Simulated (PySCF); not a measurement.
Acrylic acid, C₃H₄O₂.
Bonds: C1–C2 (double), C2–C3, C3–O4 (double), C3–O5. Hydrogens: H6, H7 on C1; H8 on C2; H9 on O5.

Computed with PySCF 2.14.0, PBE0-D3(BJ)/def2-SVP geometry optimisation, gas phase.

**Question.** List the bond lengths, angles and torsions at this level.

**Answer.** 
```csv
bond,length (pm)
C1=C2,133.4
C2–C3,148.2
C3=O4,120.5
C3–O5,134.0
C1–H6,109.2
C1–H7,109.4
C2–H8,109.3
O5–H9,96.9
```

A selection of angles:
```csv
angle,degrees
C2–C1–H6,121.8
C2–C1–H7,119.7
H6–C1–H7,118.6
C1–C2–C3,120.3
C1–C2–H8,122.5
C3–C2–H8,117.1
C2–C3–O4,125.6
C2–C3–O5,111.6
O4–C3–O5,122.8
C3–O5–H9,106.4
```

Torsions: C1–C2–C3–O4 0° (synperiplanar); H9–O5–C3–C2 180° (antiperiplanar).

The 2 C–C bonds span 1.334 Å (C1=C2, drawn double) to 1.482 Å (C2–C3, drawn single), a spread of 0.148 Å. Of the pairs four or more bonds apart, O4···H7 is among the closest relative to their van der Waals radii: 2.57 Å, 94 % of the sum of Bondi's values. The 2 C–O bonds span 1.205 Å (C3=O4, drawn double) to 1.340 Å (C3–O5, drawn single), a spread of 0.135 Å. The 5 heavy atoms lie in one plane (0.001 Å rms).

Point group: Cs (tolerance 0.08 Å). Whether it is a minimum is left open (no frequencies). The numbers are those of one conformer (C1–C2–C3–O4 0°, C2–C3–O5–H 180°).

The run took about 17 s of CPU time (one thread, shared machine). That covers the optimisation of the geometry.
